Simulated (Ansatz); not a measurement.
# AlBH2Si+: where a starting geometry ends

The starting geometry of this gas-phase doublet was optimised with GFN2-xTB.

```xyz
5

Al   -0.8188   -1.7237    0.0223
B    -0.1404    0.4446   -0.1262
Si    1.0683   -0.4966    1.1061
H    -1.0399    1.0922    0.2774
H     0.1528    0.6152   -1.2559
```

Task: Predict what becomes of its bonds when it is optimised with B3LYP/6-31G*.

Result: A bond breaks, giving a structure given below by its coordinates. Contacts that open: Al1–Si3 (2.50 → 3.48 Å).

The energy falls by 0.43 eV over 11 steps:

| step | E − E(last) (eV) |
| --- | --- |
| 1 | 0.430 |
| 2 | 0.254 |
| 3 | 0.194 |
| 4 | 0.184 |
| 5 | 0.120 |
| 7 | 0.013 |
| 8 | 0.010 |
| 9 | 0.000 |
| 10 | 0.000 |
| 11 | 0.000 |

Final geometry (Å):

```xyz
5

Al   -1.2556   -1.4852   -0.3922
B    -0.0395    0.2957   -0.0015
Si    1.4374    0.0053    1.2372
H    -1.0724    0.8034    0.3778
H     0.1520    0.3126   -1.1978
```

The end wasn't checked by frequencies. Open shells are spin-unrestricted. Run with Ansatz 0.2.0, 36 s on 1 thread of Arm Neoverse V2, with other jobs on the host.
